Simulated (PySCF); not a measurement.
An unknown is described by computed data only.

Formula: Cl2H2Si.

- Rotational structure: rotational constants A, B, C: 13.874, 2.515, 2.186 GHz [PBE0-D3(BJ)/def2-SVP]
- Triplet: lowest triplet excitation (Tamm–Dancoff): 6.86 eV [TDA B3LYP/def2-SVPD]
- Polarisability: 54.3 au [B3LYP/def2-SVPD]
- XPS: Si2p3/2 109.0, Cl2p3/2 206.5 (×2), Si1s 1849.1, Cl1s 2829.1 (×2) eV [ΔSCF SCAN, pcX-2 on the ionised atom, pcseg-1 elsewhere, spin-free X2C, 2p3/2 from a spin–orbit splitting computed afterwards within the 2p shell]
- UV, first state: lowest singlet excitation: 7.20 eV (172 nm, f = 0.015) [TDDFT B3LYP/def2-SVPD]
- NMR, other nuclei: isotropic shieldings of nuclei other than C and H, by class: 328 (1 Si), 877 (2 Cl) ppm [GIAO B3LYP/pcSseg-2]
- Valence photoelectron: vertical ionisation energy: 11.28 eV [ΔSCF B3LYP/def2-SVPD]
- 1H NMR: chemical shifts (computed TMS as zero) by class: 5.77 (2 H) ppm [GIAO B3LYP/pcSseg-2]

The electronic properties come from PySCF, for the isolated species, density fitting. Levels stand in brackets. Isolated species at its PBE0-D3(BJ)/def2-SVP geometry, gas phase. NMR values are class means; diastereotopic atoms form classes of their own.

Question: Propose a structure and show how it fits.

Answer: Numbering: `[Cl:1][SiH2:2][Cl:3]`. Its formula, Cl2H2Si, gives 0 degrees of unsaturation, so no ring and no π bond. All hydrogens form one class (5.77 ppm): Si–H hydrogen. The other shieldings belong to: 328 ppm, chlorine-bound silicon [Si2]; 877 ppm, silicon-bound chlorine [Cl1/Cl3]. The core levels belong to: Si2p3/2 109.0 eV, chlorine-bound silicon [Si2]; Cl2p3/2 206.5 eV, silicon-bound chlorine [Cl1/Cl3]; Si1s 1849.1 eV, chlorine-bound silicon [Si2]; Cl1s 2829.1 eV, silicon-bound chlorine [Cl1/Cl3]. S1 is mainly HOMO→LUMO (weight 0.98); the largest Löwdin shares of the orbital it empties are 0.30 on each of 2 atoms of one kind (silicon-bound chlorine) and 0.18 on the chlorine-bound silicon, of the orbital it fills 0.31 on the chlorine-bound silicon and 0.25 on each of 2 atoms of one kind (silicon-bound chlorine). The optimised geometry has point group C2v and is an asymmetric top. Structure: `Cl[SiH2]Cl` (dichlorosilane). The assignments are read from this structure; whether some other isomer fits the data as well wasn't checked.
